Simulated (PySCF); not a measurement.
**Where the electron goes**

Compound: HSiF (singlet state).
Bonds: F1–Si2. Hydrogens: H3 on Si2.

Method: TDDFT CAM-B3LYP/aug-cc-pVTZ, vertical, gas phase, core orbitals frozen in the response (PySCF 2.14.0, density-fitted response routines). Geometry: PBE0-D3(BJ)/def2-TZVP; no solvent, vibrations or thermal averaging.

Frontier orbitals with the atoms that hold most of them (Löwdin shares over 4%, at most four atoms; ? is withheld):

```
orbital  ε (eV)                    atoms
 HOMO-3  -14.48   F1 80%, Si2 13%, H3 7%
 HOMO-2  -14.30          F1 88%, Si2 11%
 HOMO-1  -12.99  F1 36%, Si2 34%, H3 30%
   HOMO   -8.34                        ?
   LUMO       ?                        ?
 LUMO+1    0.30   Si2 73%, H3 21%, F1 6%
 LUMO+2    0.51          H3 68%, Si2 30%
```

Task: Give the leading atoms of the HOMO.

Result: Si2 (bonded to F and H) 68%; H3 (bonded to Si) 21%; F1 (bonded to Si) 11%.

Task: Which atoms hold the LUMO, and with what shares?

Result: Si2 (bonded to F and H) 75%; H3 (bonded to Si) 14%; F1 (bonded to Si) 11%.

Task: What is the LUMO energy, and the HOMO–LUMO gap?

Result: ε(LUMO) = -1.65 eV; the gap is 6.69 eV (0.2457 hartree).

Task: How does S1 compare with the orbital gap of 6.69 eV?

Result: S1 is at 2.91 eV (f = 0.022), 3.77 eV below the gap, made of HOMO→LUMO (98%). Without the coupling terms of the response equations the lowest excitation would equal the gap.

Task: Give energy, strength and leading configuration of S1, S2 and S6, and follow the Löwdin shares of the leading atoms from the occupied to the empty orbital.

Result: 
- S1 (2.91 eV, f 0.022), HOMO→LUMO (98%): Si2 68% → 75%, H3 21% → 14%
- S2 (5.44 eV, f 0.064), HOMO→LUMO+1 (83%): Si2 68% → 73%, H3 21% → 21%
- S6 (7.58 eV, f 0.018), HOMO-1→LUMO (78%): F1 36% → 11%, Si2 34% → 75%, H3 30% → 14%

Löwdin shares depend on the basis, the more so with diffuse functions.
